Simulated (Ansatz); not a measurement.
C₂H₂O₂. Total charge 0; spin multiplicity 1. The bonds changed during the relaxation, so this is another structure than the one it started from. Geometry: relaxed with PBE0-D4/def2-TZVP. It is one conformer, not always the lowest.

```xyz
6

O    -1.174    0.614   -0.211
C    -0.016    0.004   -0.127
C     0.357   -1.220    0.415
O     1.047    0.330   -0.663
H    -1.069    1.379   -0.798
H     0.855   -1.107    1.384
```

(1) What is the dipole moment at r2SCAN/def2-TZVPP? (An estimate is asked.)

(2) And with PBE, B3LYP, ωB97M-V? (Best estimate.)

(3) Give the Mulliken charges with r2SCAN, ωB97M-V, B3LYP in def2-TZVPP. (Estimate.)

## Answers

(1) Ansatz gave: 2.65 D, with components (-1.40, 2.13, 0.71) D in this frame, pointing from negative to positive charge.

(2) Computed: PBE 2.62 D, B3LYP 2.62 D, ωB97M-V 2.65 D.

(3) Ansatz gave: 
| atom | r2SCAN | ωB97M-V | B3LYP |
| --- | --- | --- | --- |
| O1 | -0.26 | -0.24 | -0.24 |
| C2 | 0.44 | 0.41 | 0.40 |
| C3 | -0.20 | -0.21 | -0.22 |
| O4 | -0.31 | -0.32 | -0.30 |
| H5 | 0.23 | 0.21 | 0.22 |
| H6 | 0.11 | 0.15 | 0.14 |

B3LYP here is the variant with VWN-RPA as its local correlation; programs differ in this.
